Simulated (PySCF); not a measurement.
Computed with TPSS-D3(BJ)/def2-TZVP // TPSS-D3(BJ)/def2-SVP run with PySCF. Gas-phase values, no solvent. 

Reference species (SMILES): `[OH]` (neutral, multiplicity 2).

- dipole moment = 1.73 D
- highest occupied spin orbital = -7.32 eV

Changed species: `[SH]` (free radical SH; the reference has free radical OH).

Give the shifts of the dipole moment and highest occupied spin orbital.

the dipole moment falls by 0.86 D, to 0.87 D; the highest occupied spin orbital goes up by 1.07 eV, to -6.25 eV.
